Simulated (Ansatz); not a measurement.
**Worked example: the barrier**

An elementary step of Si2H6F, doublet (SiH₃F ([F][SiH3]) + SiH₃ → SiH₃F ([F][SiH3]) + SiH₃; bonds formed: F1–Si3; bonds broken: F1–Si2). “Start” is the structure reached by relaxing down from the saddle towards the reactants; PBE0-D4/def2-TZVP structures. The saddle:

```xyz
9
angstrom
F -0.0268 0.0047 -0.0051
Si -0.4783 -1.3081 1.2701
Si 0.4754 1.3086 -1.2705
H -1.0517 -0.5683 2.4112
H -1.4530 -2.1913 0.6006
H 0.7919 -1.9855 1.5958
H -0.7208 2.1507 -1.4667
H 1.6037 2.0352 -0.6559
H 0.8595 0.5539 -2.4794
```

Program: Ansatz 0.2.0. Basis: def2-TZVPP and def2-QZVPP. Cores are frozen in the correlated methods; orbitals are unrestricted.

Energies in eV:

| quantity | saddle | start |
| --- | --- | --- |
| Hartree–Fock, triple zeta (X = 3) | -18524.99466 | -18527.34224 |
| Hartree–Fock, quadruple zeta (X = 4) | -18525.68032 | -18527.98452 |
| MP2 correlation, X = 3 | -14.48386 | -13.67142 |
| MP2 correlation, X = 4 | -15.66370 | -14.83213 |
| CCSD(T) correlation, X = 3 | -16.13198 | -15.36721 |

Question: Work out the barrier at the basis limit: extrapolate Hartree–Fock as E(X) = E∞ + A exp(−7.88 √X) and the MP2 correlation as E(X) = E∞ + B X^−2.97 (the exponents that Neese and Valeev fitted for def2-TZVPP and QZVPP), then add CCSD(T) − MP2 in triple zeta.

Answer: Each step is linear, so take the differences first (saddle − start): Hartree–Fock 2.34758 (X = 3) and 2.30420 (X = 4); MP2 correlation -0.81244 and -0.83157; CCSD(T) correlation -0.76477.
Two points give E∞ = E(4) + w [E(4) − E(3)], with w = 1/(exp(7.88 (2 − √3)) − 1) = 0.1377 for Hartree–Fock and w = 1/((4/3)^2.97 − 1) = 0.7407 for the correlation.
Hartree–Fock: 2.30420 + 0.1377 × (-0.04338) = 2.2982 eV.
MP2 correlation: -0.83157 + 0.7407 × (-0.01913) = -0.8457 eV.
CCSD(T) − MP2: -0.76477 − (-0.81244) = 0.0477 eV.
Sum: 2.2982 + (-0.8457) + 0.0477 = 1.5002 eV, or 34.60 kcal/mol. Plain CCSD(T) in triple zeta gives 1.5828 eV, so the larger basis shifts the result by -0.0826 eV.

T1 diagnostic: at most 0.014. ⟨S²⟩ of the unrestricted Hartree–Fock references: 0.76 (a pure state has 0.75).

Radical steps of this kind take place in plasma deposition and etching.

Labels in which every atom is bracketed show which atoms are joined, not bond orders.

For scale, one of the runs: CCSD(T)/def2-TZVPP, 199 basis functions (an equivalent command: `ansatz run in.yaml --threads 4`). Hardware: 4 CPU threads, shared host. Wall time 60 s; peak host memory 5.8 GiB.
